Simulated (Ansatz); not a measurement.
Reaction (SMILES): [PH2] (PH2) → [PH2-] (an electron is taken up)
B3LYP-D3(BJ)/def2-TZVP geometries, fixed; electronic energies without zero-point terms; positive where energy is released.
Largest species:
```
P
H 1 1.4234
H 1 1.4234 2 91.73
```
Charge 0, spin multiplicity 2.

Effect of a fitting basis named in the input at wB97M-V/def2-TZVPP with Ansatz (a quantum-chemistry and plane-wave program), against the last row, where the adiabatic electron affinity is 0.93 eV. Open shells are unrestricted. The default fits or decomposes integrals by the program's own choice; accuracy: high also tightens integrals, grids and stops.

| setting | largest shift of a total energy (mEh) | shift of the adiabatic electron affinity (eV) |
|---|---|---|
| fitting: def2-SV(P)-JKFIT | -0.081 | 0.001 |
| fitting: def2-universal-JKFIT | -0.081 | 0.001 |
| fitting: cc-pVTZ-JKFIT | -0.027 | 0.000 |
| fitting: cc-pVQZ-JKFIT | -0.020 | 0.000 |
| fitting: cc-pV5Z-JKFIT | -0.020 | 0.000 |
| accuracy: high | -0.005 | 0.000 |
| accuracy: medium (default) | 0.000 | 0.000 |

Within 0.002 eV in the adiabatic electron affinity: fitting: def2-SV(P)-JKFIT; fitting: def2-universal-JKFIT; fitting: cc-pVTZ-JKFIT; fitting: cc-pVQZ-JKFIT; fitting: cc-pV5Z-JKFIT; accuracy: high. The largest shift is 0.081 mEh in a total energy and 0.001 eV in the difference.
